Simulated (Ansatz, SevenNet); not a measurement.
Lattice parameter a (Å) of 26 elemental solids other than molecular ones, computed with the machine-learned potential SevenNet-0 (trained on PBE and PBE+U data) and with PBE in Ansatz (plane waves, PAW). The set holds measured phases with no doubt noted on the run or the magnetic state but for the caveats below. 19 more of the class have both values but aren't in it, for one of these reasons: built or high-temperature cells, doubts on the run or the magnetic state, unlike cells, values of zero, layered or molecular crystals, cells that aren't cubic. Solids without a value at one level (not run, failed, or a magnetic order lost), or held back for tests, aren't counted.

All rows, in order of the shift (worked out from unrounded values):

```csv
solid,SevenNet-0,PBE,shift (%)
bcc K,5.330,5.284,-0.87
bcc Fe,2.846,2.831,-0.52
fcc Rh,3.849,3.830,-0.50
fcc Ag,4.167,4.147,-0.48
fcc Au,4.171,4.158,-0.32
fcc Pd,3.955,3.943,-0.31
bcc Nb,3.320,3.310,-0.29
bcc Ba,5.036,5.021,-0.28
fcc Pt,3.979,3.970,-0.22
bcc Mo,3.167,3.161,-0.21
bcc W,3.190,3.184,-0.20
bcc Na,4.205,4.197,-0.19
fcc Ir,3.878,3.871,-0.19
bcc V,2.999,2.997,-0.07
fcc Sr,6.033,6.030,-0.05
bcc Ta,3.320,3.319,-0.04
diamond,3.571,3.572,+0.01
fcc Ca,5.524,5.526,+0.04
fcc Pb,5.038,5.040,+0.04
fcc Al,4.038,4.040,+0.05
diamond-structure Si,5.463,5.470,+0.13
bcc Li,3.428,3.435,+0.19
grey tin (α-Sn),6.643,6.655,+0.19
diamond-structure Ge,5.750,5.761,+0.19
fcc Ni,3.505,3.519,+0.41
fcc Cu,3.613,3.629,+0.46
```

The shift from SevenNet-0 to PBE has a median of -0.13 %, and eight in ten lie between -0.49 % and +0.19 %; PBE is the larger in 10 of 26.

Ansatz's runs of these crystals have no spin polarisation, but for bcc Fe, fcc Ni.

Density-functional runs with spin start from parallel moments for bcc Fe, parallel moments for fcc Ni.

Spin–orbit coupling is left out, also for the solids with elements from indium on (bcc Ta, fcc Pt, bcc Ba, grey tin (α-Sn), bcc W, fcc Ir, fcc Pb, fcc Au); its size isn't shown.

Caveats: the gap of the solid is closed in this run (PBE: diamond-structure Ge). Ansatz's density-functional and Hartree–Fock values are scalar-relativistic unless marked +SOC, with PAW data made under PBE.

Ansatz is a first-principles code.
